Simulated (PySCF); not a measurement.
Molfile (atoms numbered from 1):
```
C4H7N
     RDKit          3D

 12 11  0  0  0  0  0  0  0  0999 V2000
    1.2106    2.1897    0.1478 C   0  0  0  0  0  0  0  0  0  0  0  0
    0.5229    1.2018    0.0182 C   0  0  0  0  0  0  0  0  0  0  0  0
   -0.3150    0.0117   -0.1627 C   0  0  1  0  0  0  0  0  0  0  0  0
    0.4738   -1.2631    0.1277 C   0  0  0  0  0  0  0  0  0  0  0  0
   -1.4686    0.0816    0.7250 N   0  0  0  0  0  0  0  0  0  0  0  0
    1.8240    3.0630    0.2696 H   0  0  0  0  0  0  0  0  0  0  0  0
   -0.5933   -0.0048   -1.2402 H   0  0  0  0  0  0  0  0  0  0  0  0
    0.7949   -1.2690    1.1787 H   0  0  0  0  0  0  0  0  0  0  0  0
    1.3572   -1.3394   -0.5213 H   0  0  0  0  0  0  0  0  0  0  0  0
   -0.1607   -2.1462   -0.0477 H   0  0  0  0  0  0  0  0  0  0  0  0
   -1.9891    0.9403    0.5571 H   0  0  0  0  0  0  0  0  0  0  0  0
   -2.1003   -0.6898    0.5167 H   0  0  0  0  0  0  0  0  0  0  0  0
  1  2  3  0
  2  3  1  0
  3  4  1  0
  3  5  1  0
  1  6  1  0
  3  7  1  6
  4  8  1  0
  4  9  1  0
  4 10  1  0
  5 11  1  0
  5 12  1  0
M  END
```

Geometry: PBE0-D3(BJ)/def2-SVP; GIAO absolute shieldings from PySCF, gas phase, non-relativistic, averaged over equivalent atoms.

At BP86/pcSseg-2 (278 basis functions, 32 s wall time on 1 thread of an Arm Neoverse V2, shared host):
```
    atoms  σ (ppm)
       C2     86.4
       C1    106.7
       C3    133.1
       C4    152.5
       N5    203.9
       H7    26.74
       H6    29.46
H8/H9/H10    30.00
  H11/H12    30.58
```

**Question.** Estimate the result of repeating the calculation with B97-2/pcSseg-2.

**Answer.** 
```tsv
atoms	σ at B97-2/pcSseg-2	change
C2	92.5	+6.1
C1	110.4	+3.7
C3	139.9	+6.8
C4	157.2	+4.7
N5	209.6	+5.7
H7	27.21	+0.47
H6	29.49	+0.03
H8/H9/H10	30.13	+0.13
H11/H12	30.67	+0.09
```

The largest change is at C3 (propargylic sp3 CH bonded to N). Cost: 278 basis functions, 39 s wall time (28 s CPU) on 1 thread of an x86-64 server CPU, shared host. The order of the carbon signals is the same at both levels.
